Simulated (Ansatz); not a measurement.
[SiH3]- (SiH3⁻). Total charge -1; triplet. Geometry PBE0-D4/def2-TZVPD, that of the charge -1 singlet; atoms count from 1.

Cartesian coordinates in Å:
```
Si -0.2765 -0.3123 0.4603
H -0.7272 1.1025 0.0318
H -0.2195 -0.8495 -0.9876
H 1.2232 0.0593 0.4955
```

The highest occupied level of the charge -1 triplet lies above zero (up to 2.45 eV). By energy differences it is unbound by 1.34 eV (vertical, against the charge 0 doublet, at PBE0-D4/def2-TZVPD) and held by the finite basis. At PBE0-D4/def2-TZVPD a singlet of charge -1 lies 3.16 eV below the triplet at the same geometry.

(1) Estimate the Mulliken populations from the PBE0/def2-TZVPD orbitals of Ansatz.

(2) Where does the spin sit?

Results:

(1) 
```tsv
atom	charge (e)	spin (α − β)
Si1	-1.66	2.28
H2	0.22	-0.09
H3	0.22	-0.09
H4	0.22	-0.09
```
Mulliken values depend strongly on the basis. With diffuse functions, as here, like atoms can get unlike values, and bond orders can come out too low or too high.

(2) Summed by element: Si 2.28, H -0.28, of 2 unpaired in all. Largest on single atoms: Si1 2.28, H3 -0.09, H4 -0.09.
